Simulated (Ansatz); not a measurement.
# AlFH3N: the cost of one run

Method: RKS revPBE/6-31G*, in Ansatz 0.2.0.

**1. The system as given**

Bond lengths: Al1–H2 1.760 Å, Al1–F3 1.890 Å, Al1–N4 1.920 Å, N4–H5 1.060 Å, N4–H6 1.060 Å. Angles: H2–Al1–F3 40.8°, H2–Al1–N4 158.8°, F3–Al1–N4 160.4°, Al1–N4–H5 120.0°, Al1–N4–H6 120.0°, H5–N4–H6 120.0°.

As a file:

```xyz
6

Al    0.0000    0.0000    0.0000
H     1.1040    0.0000    1.3707
F     1.8591    0.0000    0.3402
N    -1.6627    0.0000   -0.9600
H    -2.3316   -0.8164   -0.8614
H    -1.9118    0.8164   -1.5886
```

**2. Pulling towards end A**

Springs on the bonds that form and break draw the guess towards this end; the thresholds are loose.

input.yaml

```yaml
crystal:
  periodic: [false, false, false]
  atoms:
    - { symbol: Al, position_ang: [0.0, 0.0, 0.0] }
    - { symbol: H, position_ang: [1.104, 0.0, 1.3707] }
    - { symbol: F, position_ang: [1.8591, 0.0, 0.3402] }
    - { symbol: "N", position_ang: [-1.6627, 0.0, -0.96] }
    - { symbol: H, position_ang: [-2.3316, -0.8164, -0.8614] }
    - { symbol: H, position_ang: [-1.9118, 0.8164, -1.5886] }
basis:
  gaussian: { orbitals: "6-31G*" }
hamiltonian:
  xc: revpbe
relax:
  f_tol: 0.15
  max_steps: 25
  restrain:
    - { distance: [1, 2], at: 2.12, k: 30.0 }
    - { distance: [0, 1], at: 1.56, k: 30.0 }
    - { distance: [0, 2], at: 1.69, k: 30.0 }
```

Run with:

```console
$ ansatz run input.yaml --threads 1 --pin off --max-ram 2048MiB --backend cpu --events-out ev --progress --plain --runs-dir out
```

**Question.** How long does this run take on 1 thread of Arm Neoverse V2, shared host, and how much memory does it need?

About 12 s, with a peak of 0.12 GiB.
